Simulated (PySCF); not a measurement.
Compound: C₄H₇N.
Numbering: `[CH2:1]=[CH:2][CH2:3][N:4]=[CH2:5]` (hydrogens: H6, H7 on C1; H8 on C2; H9, H10 on C3; H11, H12 on C5)

The calculation used core-valence-separated Tamm–Dancoff BHandHLYP/aug-pcX-1 (pcseg-1 on H) in PySCF, non-relativistic, gas phase, PBE0-D3(BJ)/def2-SVP geometry.

Computed nitrogen K-edge spectrum, Gaussian lines of 0.4 eV full width, highest printed point 100; it ends one width below the last computed root. Absolute energies from this functional tend to lie a few eV below measured edges; no shift was applied.

| photon energy (eV) | absorption |
| --- | --- |
| 395.6 | 4 |
| 395.8 | 40 |
| 396.0 | 100 |
| 396.2 | 63 |
| 396.4 | 10 |
| 396.6 | 0 |
| 396.8 | 0 |
| 397.0 | 0 |
| 397.2 | 0 |
| 397.4 | 0 |
| 397.6 | 0 |
| 397.8 | 0 |
| 398.0 | 0 |
| 398.2 | 0 |
| 398.4 | 0 |
| 398.6 | 0 |
| 398.8 | 0 |
| 399.0 | 0 |
| 399.2 | 0 |
| 399.4 | 0 |
| 399.6 | 0 |
| 399.8 | 0 |
| 400.0 | 0 |
| 400.2 | 0 |
| 400.4 | 0 |
| 400.6 | 0 |
| 400.8 | 2 |
| 401.0 | 9 |
| 401.2 | 17 |
| 401.4 | 15 |
| 401.6 | 9 |
| 401.8 | 6 |
| 402.0 | 3 |
| 402.2 | 2 |

Task: Assign the maxima to core holes.

Result: 2 maxima:
- 396.0 eV: N4 (imine nitrogen), 396.03 eV, f = 0.063, 100 % of the height at the exact maximum
- 401.3 eV: N4 (imine nitrogen), 401.32 eV, f = 0.008, 71 % of the height at the exact maximum; N4 (imine nitrogen), 401.11 eV, f = 0.005, 28 % of the height at the exact maximum

Roots within 0.03 eV on the same or equivalent atoms count as one line; shares under 12 % aren't listed.

Vibrational structure and lifetime widths aren't in the curve. The ionisation threshold wasn't computed; near and above it a finite basis only mimics Rydberg series and continuum.

Conformer computed: `[CH2:1]=[CH:2][CH2:3][N:4]=[CH2:5]`: C1–C2–C3–N4 132°, C2–C3–N4–C5 -123°.

One conformer stands for the species.
